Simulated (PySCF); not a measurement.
Isomers of C5H10, one GFN2-xTB conformer each. Single-point energies are computed at PBE0/pcSseg-1 (PySCF, gas phase, no added dispersion term), electronic only.

Question: Rank them by PBE0/pcSseg-1 energy, lowest first (kcal/mol).
A. `[CH2:1]1[CH2:2][CH2:3][CH2:4][CH2:5]1` with C5–C1–C2–C3 -34°, C1–C2–C3–C4 13°, C2–C3–C4–C5 13°, C3–C4–C5–C1 -34°
B. 2-methyl-2-butene (`CC=C(C)C`)
C. `[CH2:1]=[CH:2][CH:3]([CH3:4])[CH3:5]` with C1–C2–C3–C4 -119°

Answer: A (0.0), B (12.1), C (16.7).

As drawn, the highest has a C=C bond outside aromatic rings, which the lowest lacks. GFN2-xTB itself gives, in the same order: 0.0, 21.3, 26.2. Both levels put the same isomer lowest; measured from each level's own lowest isomer, the values differ by up to 9.5 kcal/mol (C=CC(C)C: 26.2 against 16.7).

Which frontier levels, dipoles and rotational constants go with these structures?

```tsv
SMILES	HOMO (eV, PBE0/pcSseg-1)	LUMO (eV)	dipole (D)	A, B, C (MHz)
C1CCCC1	-8.79	1.36	0.02	6583, 6578, 3811
CC=C(C)C	-6.65	0.97	0.21	8161, 3547, 2591
C=CC(C)C	-7.41	0.54	0.33	7615, 3605, 2788
```
